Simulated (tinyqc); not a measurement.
Inside a calculation. Method: RKS/exchange-only LDA in the sto-3g basis, for H2O, spin multiplicity 1. One step of it, computed by the program tinyqc.

Problem. Iteration 12 (converged): orbitals. Diagonalise F' = X^T F X, C = X C', fill 5 alpha and 5 beta electrons from the bottom; D = 2 C_occ C_occ^T. Each column has its largest component positive (the first on a tie).

converged F (hartree), order 1O 1s, 1O 2s, 1O 2px, 1O 2py, 1O 2pz, 2H 1s, 3H 1s:
$$\begin{pmatrix}
-18.220958 & -4.740949 & 0.000000 & -0.000470 & -0.013397 & -0.469186 & -0.425387 \\
-4.740949 & -1.830297 & 0.000000 & -0.004740 & -0.077089 & -0.375764 & -0.346189 \\
0.000000 & 0.000000 & 0.004220 & 0.000000 & 0.000000 & 0.000000 & 0.000000 \\
-0.000470 & -0.004740 & 0.000000 & -0.072931 & -0.001541 & -0.157499 & 0.146711 \\
-0.013397 & -0.077089 & 0.000000 & -0.001541 & -0.051094 & -0.113414 & -0.106280 \\
-0.469186 & -0.375764 & 0.000000 & -0.157499 & -0.113414 & -0.150783 & -0.072979 \\
-0.425387 & -0.346189 & 0.000000 & 0.146711 & -0.106280 & -0.072979 & -0.136958
\end{pmatrix}$$

X, order 1O 1s, 1O 2s, 1O 2px, 1O 2py, 1O 2pz, 2H 1s, 3H 1s:
$$\begin{pmatrix}
1.022842 & -0.129630 & 0.000000 & -0.000373 & -0.003495 & 0.014551 & 0.013520 \\
-0.129630 & 1.080692 & 0.000000 & 0.003547 & 0.029716 & -0.148824 & -0.135830 \\
0.000000 & 0.000000 & 1.000000 & 0.000000 & 0.000000 & 0.000000 & 0.000000 \\
-0.000373 & 0.003547 & 0.000000 & 1.038350 & 0.001643 & -0.123405 & 0.115080 \\
-0.003495 & 0.029716 & 0.000000 & 0.001643 & 1.015025 & -0.075106 & -0.069454 \\
0.014551 & -0.148824 & 0.000000 & -0.123405 & -0.075106 & 1.060684 & -0.026355 \\
0.013520 & -0.135830 & 0.000000 & 0.115080 & -0.069454 & -0.026355 & 1.052355
\end{pmatrix}$$

Give: F' = X^T F X; orbital energies; coefficients C; D after iteration 12.

Solution.

F' = X^T F X (hartree):
$$\begin{pmatrix}
-17.8596 & -2.5392 & 0.0000 & -0.0015 & -0.0212 & -0.0240 & -0.0176 \\
-2.5392 & -0.9379 & 0.0000 & 0.0000 & -0.0368 & -0.1746 & -0.1598 \\
0.0000 & 0.0000 & 0.0042 & 0.0000 & 0.0000 & 0.0000 & 0.0000 \\
-0.0015 & 0.0000 & 0.0000 & -0.0053 & 0.0012 & -0.1625 & 0.1519 \\
-0.0212 & -0.0368 & 0.0000 & 0.0012 & -0.0254 & -0.1004 & -0.0929 \\
-0.0240 & -0.1746 & 0.0000 & -0.1625 & -0.1004 & -0.0312 & -0.0261 \\
-0.0176 & -0.1598 & 0.0000 & 0.1519 & -0.0929 & -0.0261 & -0.0338
\end{pmatrix}$$

orbital energies (hartree): MO1 -18.2326, MO2 -0.6643, MO3 -0.2280, MO4 -0.1091, MO5 0.0042, MO6 0.1236, MO7 0.2174

coefficients C, order 1O 1s, 1O 2s, 1O 2px, 1O 2py, 1O 2pz, 2H 1s, 3H 1s:
$$\begin{pmatrix}
0.9932 & -0.2484 & 0.0066 & 0.0975 & 0.0000 & -0.0749 & -0.0099 \\
0.0281 & 0.9257 & -0.0304 & -0.4505 & 0.0000 & 0.4017 & 0.0564 \\
0.0000 & 0.0000 & 0.0000 & 0.0000 & 1.0000 & 0.0000 & 0.0000 \\
0.0002 & 0.0083 & 0.6139 & -0.0094 & 0.0000 & -0.0769 & 0.8508 \\
0.0020 & 0.1193 & 0.0101 & 0.7102 & 0.0000 & 0.7197 & 0.0700 \\
-0.0045 & 0.1409 & 0.4621 & 0.3818 & 0.0000 & -0.5601 & -0.6900 \\
-0.0042 & 0.1275 & -0.4532 & 0.4054 & 0.0000 & -0.6709 & 0.5556
\end{pmatrix}$$

D after iteration 12, order 1O 1s, 1O 2s, 1O 2px, 1O 2py, 1O 2pz, 2H 1s, 3H 1s:
$$\begin{pmatrix}
2.1154 & -0.4923 & 0.0000 & 0.0024 & 0.0832 & 0.0015 & 0.0014 \\
-0.4923 & 2.1232 & 0.0000 & -0.0134 & -0.4195 & -0.1116 & -0.1020 \\
0.0000 & 0.0000 & 2.0000 & 0.0000 & 0.0000 & 0.0000 & 0.0000 \\
0.0024 & -0.0134 & 0.0000 & 0.7539 & 0.0010 & 0.5625 & -0.5620 \\
0.0832 & -0.4195 & 0.0000 & 0.0010 & 1.0374 & 0.5853 & 0.5970 \\
0.0015 & -0.1116 & 0.0000 & 0.5625 & 0.5853 & 0.7584 & -0.0734 \\
0.0014 & -0.1020 & 0.0000 & -0.5620 & 0.5970 & -0.0734 & 0.7720
\end{pmatrix}$$
